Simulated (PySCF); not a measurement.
# S: ionisation energy

S [Ne] 3s2 3p4 (3P) → S+ [Ne] 3s2 3p3 (4S), as a difference of total energies. All numbers are calculated (PySCF 2.14, scalar relativity by spin-free X2C-1e, in ANO-RCC-VTZP (5s4p2d1f, 34 functions)). Correlated levels: valence: [Ne] frozen; valence and next inner shell: 1s2 frozen. The calculations carry no spin-orbit coupling.

```json
{"method": "UHF", "ionisation energy (eV)": "9.220", "plus first-order spin-orbit estimate": "9.243", "error of that sum (eV)": "-1.117"}
{"method": "LDA", "ionisation energy (eV)": "10.539", "plus first-order spin-orbit estimate": "10.562", "error of that sum (eV)": "+0.202"}
{"method": "PBE", "ionisation energy (eV)": "10.408", "plus first-order spin-orbit estimate": "10.431", "error of that sum (eV)": "+0.071"}
{"method": "PBE0", "ionisation energy (eV)": "10.385", "plus first-order spin-orbit estimate": "10.408", "error of that sum (eV)": "+0.048"}
{"method": "r2SCAN", "ionisation energy (eV)": "10.367", "plus first-order spin-orbit estimate": "10.390", "error of that sum (eV)": "+0.030"}
{"method": "wB97M-V", "ionisation energy (eV)": "10.384", "plus first-order spin-orbit estimate": "10.408", "error of that sum (eV)": "+0.048"}
{"method": "MN15", "ionisation energy (eV)": "10.312", "plus first-order spin-orbit estimate": "10.335", "error of that sum (eV)": "-0.025"}
{"method": "wB97X", "ionisation energy (eV)": "10.438", "plus first-order spin-orbit estimate": "10.461", "error of that sum (eV)": "+0.101"}
{"method": "TPSSh", "ionisation energy (eV)": "10.423", "plus first-order spin-orbit estimate": "10.446", "error of that sum (eV)": "+0.086"}
{"method": "MP2 (valence)", "ionisation energy (eV)": "9.956", "plus first-order spin-orbit estimate": "9.979", "error of that sum (eV)": "-0.381"}
{"method": "SCS-MP2 (valence)", "ionisation energy (eV)": "10.029", "plus first-order spin-orbit estimate": "10.052", "error of that sum (eV)": "-0.308"}
{"method": "MP2 (valence and next inner shell)", "ionisation energy (eV)": "9.959", "plus first-order spin-orbit estimate": "9.982", "error of that sum (eV)": "-0.378"}
{"method": "SCS-MP2 (valence and next inner shell)", "ionisation energy (eV)": "10.031", "plus first-order spin-orbit estimate": "10.054", "error of that sum (eV)": "-0.306"}
```

Reference: 10.360 eV (measured; NIST Atomic Spectra Database, ionization energies).

A first-order spin-orbit estimate (lowest level to lowest level, LS coupling) adds 0.023 eV.

Errors of the correlated levels include the incompleteness of this basis and the frozen core.
